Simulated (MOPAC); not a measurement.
Input file for MOPAC: PM3 on OHCH4ts, 2S+1 = 2.

```
PM3 1SCF PRECISE CHARGE=0 UHF MS=0.5 THREADS=1
CH5O

C     -1.21148700 1     0.00796800 1     0.00040700 1
O      1.29396500 1    -0.10869400 1     0.00013300 1
H      0.00947600 1    -0.11802000 1     0.00279900 1
H     -1.52552900 1    -0.23325000 1     1.01007000 1
H     -1.43066500 1     1.03323300 1    -0.27808200 1
H     -1.55271000 1    -0.71011400 1    -0.73770200 1
H      1.41663600 1     0.84989400 1    -0.00059100 1
```

The log:

```
*******************************************************************************
 **                                                                           **
 **                              MOPAC v23.2.5                                **
 **                                                                           **
 *******************************************************************************
 ** MOPAC's Digital Object Identifier: https://doi.org/10.5281/zenodo.6511958 **
 **                                                                           **
 ** Please cite the open-source release paper for use of this MOPAC version:  **
 ** J. E. Moussa and J. J. P. Stewart (2026)                                  **
 ** MOPAC: An open-source semiempirical molecular orbital program             **
 ** J. Open Source Softw., 11(119), 8025, https://doi.org/10.21105/joss.08025 **
 *******************************************************************************

                              PM3 CALCULATION RESULTS

 *******************************************************************************
 *  PM3        - The PM3 Hamiltonian to be used
 *  UHF        - UNRESTRICTED HARTREE-FOCK CALCULATION
 *
 *
 *
 *                 CHARGE ON SYSTEM = 0
 *
 *
 *
 *  MS=        - IN MECI, MAGNETIC COMPONENT OF SPIN =  0.5
 *  PRECISE    - TIGHTER CRITERIA TO BE USED
 *  1SCF       - DO 1 SCF AND THEN STOP
 *  THREADS=1  - MULTI-THREADING NOT USED
 *  T=         - A TIME OF 172800.0 SECONDS REQUESTED
 *  DUMP=N     - RESTART FILE WRITTEN EVERY 7200.0 SECONDS REQUESTED
 *******************************************************************************
PM3 1SCF PRECISE CHARGE=0 UHF MS=0.5 THREADS=1
 CH5O

   ATOM   CHEMICAL          X               Y               Z
  NUMBER   SYMBOL      (ANGSTROMS)     (ANGSTROMS)     (ANGSTROMS)

     1       C         -1.21148700  *   0.00796800  *   0.00040700  *
     2       O          1.29396500  *  -0.10869400  *   0.00013300  *
     3       H          0.00947600  *  -0.11802000  *   0.00279900  *
     4       H         -1.52552900  *  -0.23325000  *   1.01007000  *
     5       H         -1.43066500  *   1.03323300  *  -0.27808200  *
     6       H         -1.55271000  *  -0.71011400  *  -0.73770200  *
     7       H          1.41663600  *   0.84989400  *  -0.00059100  *



          CARTESIAN COORDINATES

    NO.       ATOM           X           Y           Z

     1         C         -1.2115      0.0080      0.0004
     2         O          1.2940     -0.1087      0.0001
     3         H          0.0095     -0.1180      0.0028
     4         H         -1.5255     -0.2333      1.0101
     5         H         -1.4307      1.0332     -0.2781
     6         H         -1.5527     -0.7101     -0.7377
     7         H          1.4166      0.8499     -0.0006

  H: (PM3): J. J. P. STEWART, J. COMP. CHEM. 10, 209 (1989).
  C: (PM3): J. J. P. STEWART, J. COMP. CHEM. 10, 209 (1989).
  O: (PM3): J. J. P. STEWART, J. COMP. CHEM. 10, 209 (1989).

           Empirical Formula: C H5 O  =     7 atoms



      MOLECULAR POINT GROUP   :   C1


          UHF CALCULATION, NO. OF ALPHA ELECTRONS =    8
                           NO. OF BETA  ELECTRONS =    7

 -------------------------------------------------------------------------------
 PM3 1SCF PRECISE CHARGE=0 UHF MS=0.5 THREADS=1
 CH5O



     1SCF WAS SPECIFIED, SO BFGS WAS NOT USED
     SCF FIELD WAS ACHIEVED


                              PM3 CALCULATION
                                                       MOPAC v23.2.5 Linux




          FINAL HEAT OF FORMATION =          0.90207 KCAL/MOL =       3.77424 KJ/MOL


          COSMO AREA              =         78.02 SQUARE ANGSTROMS
          COSMO VOLUME            =         57.22 CUBIC ANGSTROMS

          IONIZATION POTENTIAL    =         10.835666 EV
          ALPHA SOMO LUMO (EV)    =        -10.836  3.521
          BETA  SOMO LUMO (EV)    =        -11.933 -0.977
          NO. OF ALPHA ELECTRONS  =          8
          NO. OF BETA  ELECTRONS  =          7
          MOLECULAR WEIGHT        =         33.0499         POINT GROUP:  C1

          MOLECULAR DIMENSIONS (Angstroms)

            Atom       Atom       Distance
            H     7    H     6     3.43424
            O     2    H     5     2.28193
            H     4    H     6     1.62782


          SCF CALCULATIONS        =          1





   ATOM   CHEMICAL          X               Y               Z
  NUMBER   SYMBOL      (ANGSTROMS)     (ANGSTROMS)     (ANGSTROMS)

     1       C         -1.21148700  *   0.00796800  *   0.00040700  *
     2       O          1.29396500  *  -0.10869400  *   0.00013300  *
     3       H          0.00947600  *  -0.11802000  *   0.00279900  *
     4       H         -1.52552900  *  -0.23325000  *   1.01007000  *
     5       H         -1.43066500  *   1.03323300  *  -0.27808200  *
     6       H         -1.55271000  *  -0.71011400  *  -0.73770200  *
     7       H          1.41663600  *   0.84989400  *  -0.00059100  *

                             CARTESIAN COORDINATES

   1    C       -1.211487000     0.007968000     0.000407000
   2    O        1.293965000    -0.108694000     0.000133000
   3    H        0.009476000    -0.118020000     0.002799000
   4    H       -1.525529000    -0.233250000     1.010070000
   5    H       -1.430665000     1.033233000    -0.278082000
   6    H       -1.552710000    -0.710114000    -0.737702000
   7    H        1.416636000     0.849894000    -0.000591000


           Empirical Formula: C H5 O  =     7 atoms



      MOLECULAR POINT GROUP   :   C1


          ALPHA EIGENVALUES
 -35.15931 -29.33628 -16.31561 -15.38507 -14.40135 -14.35683 -12.34709 -10.83567
   3.52055   3.88715   4.04865   4.09665   4.82661


           BETA EIGENVALUES
 -34.92983 -28.66295 -15.77881 -14.19131 -14.14469 -13.67427 -11.93260  -0.97690
   3.78576   4.31804   4.38229   4.53890   4.98800


              NET ATOMIC CHARGES AND DIPOLE CONTRIBUTIONS

  ATOM NO.   TYPE          CHARGE      No. of ELECS.   s-Pop       p-Pop
    1          C          -0.117583        4.1176     1.16196     2.95562
    2          O          -0.323961        6.3240     1.86166     4.46230
    3          H           0.137630        0.8624     0.86237
    4          H           0.046962        0.9530     0.95304
    5          H           0.039113        0.9609     0.96089
    6          H           0.048426        0.9516     0.95157
    7          H           0.169412        0.8306     0.83059
 DIPOLE           X         Y         Z       TOTAL
 POINT-CHG.    -1.144     0.755     0.005     1.371
 HYBRID        -0.232     0.586    -0.004     0.630
 SUM           -1.377     1.340     0.001     1.921


          ATOMIC ORBITAL ELECTRON POPULATIONS

     Atom    s        px        py        pz
    1  C   1.16196   0.95146   0.99878   1.00538
    2  O   1.86166   1.18044   1.28187   1.99999
    3  H   0.86237
    4  H   0.95304
    5  H   0.96089
    6  H   0.95157
    7  H   0.83059


                    (SZ)    =    0.500000
                    (S**2)  =    0.786185


          ATOMIC ORBITAL SPIN POPULATIONS

    Atom   Total    s     px     py     pz
         Atomic
    1  C  0.5976  0.063  0.448  0.044  0.042
    2  O  0.6642 -0.006  0.631  0.039 -0.000
    3  H -0.1473 -0.147
    4  H -0.0306 -0.031
    5  H -0.0306 -0.031
    6  H -0.0309 -0.031
    7  H -0.0225 -0.022

 **********************
 *                    *
 * JOB ENDED NORMALLY *
 *                    *
 **********************




 == MOPAC DONE ==
```

The run finished.

Cost: about 0.04 core-seconds (a rough figure).
